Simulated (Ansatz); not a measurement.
Geometry optimisation, Ansatz, RKS PBE-D4/def2-mTZVP.

The input (input.yaml):

```yaml
crystal:
  periodic: [false, false, false]
  atoms:
    - { symbol: B, position_ang: [0.054328, -0.145793, -0.115416] }
    - { symbol: F, position_ang: [0.001204, -0.585759, 1.15] }
    - { symbol: "N", position_ang: [1.28186, -0.14237, -0.791208] }
    - { symbol: H, position_ang: [2.158645, -0.438751, -0.36807] }
    - { symbol: H, position_ang: [1.370724, 0.15406, -1.757879] }
    - { symbol: H, position_ang: [-0.955477, 0.202203, -0.667299] }
    - { symbol: H, position_ang: [0.113826, 1.971901, 1.012025] }
    - { symbol: H, position_ang: [0.00869, 1.510009, 1.542046] }
basis:
  gaussian: { orbitals: def2-mTZVP }
hamiltonian:
  xc: pbe
  dispersion: d4
relax:
  f_tol: 0.03
  max_steps: 50
```

Launched with:

```bash
$ ansatz run input.yaml --threads 1 --pin off --max-ram 2048MiB --backend cpu --events-out ev --progress --plain --runs-dir out
```

**Question.** Where does it end, and by what steps?

**Answer.** The run converged. The force dipped under the threshold on the way, but the program's further checks kept it going. After 25 steps the energy has fallen by 0.208 eV; H7 moved furthest, 1.24 Å.

| step | energy less start (eV) | largest force component (eV/Å) | accepted |
| --- | --- | --- | --- |
| 0 | 0.0000 | 1.248 | yes |
| 1 | -0.1468 | 0.276 | yes |
| 2 | -0.1781 | 0.156 | yes |
| 3 | -0.1979 | 0.168 | yes |
| 4 | -0.1721 | 0.954 | no |
| 5 | -0.2018 | 0.066 | yes |
| 6 | -0.2040 | 0.014 | yes |
| 7 | -0.2047 | 0.170 | yes |
| 8 | -0.2053 | 0.042 | yes |
| 9 | -0.2056 | 0.009 | yes |
| 10 | -0.1932 | 0.871 | no |
| 11 | -0.2050 | 0.256 | no |
| 12 | -0.2059 | 0.032 | yes |
| 13 | -0.2048 | 0.300 | no |
| 14 | -0.2043 | 0.194 | no |
| 15 | -0.2061 | 0.007 | yes |
| 16 | -0.2064 | 0.052 | yes |
| 17 | -0.2065 | 0.064 | yes |
| 18 | -0.2067 | 0.062 | yes |
| 19 | -0.2070 | 0.074 | yes |
| 20 | -0.2071 | 0.082 | yes |
| 21 | -0.2072 | 0.066 | yes |
| 22 | -0.2074 | 0.050 | yes |
| 23 | -0.2070 | 0.114 | no |
| 24 | -0.2076 | 0.031 | yes |
| 25 | -0.2077 | 0.024 | yes |

```xyz
8
Properties=species:S:1:pos:R:3
B 0.062 -0.386 -0.377
F -0.020 -0.522 0.969
N 1.320 -0.357 -0.985
H 2.193 -0.431 -0.467
H 1.440 -0.257 -1.989
H -0.952 -0.295 -1.016
H 0.030 2.760 1.960
H -0.040 2.013 1.910
```

Whether the end is a true minimum wasn't checked by a vibrational analysis.

Run time: 22 s on 1 thread of Intel(R) Xeon(R) 6975P-C (Granite Rapids), on a shared host, peak memory 0.15 GiB.
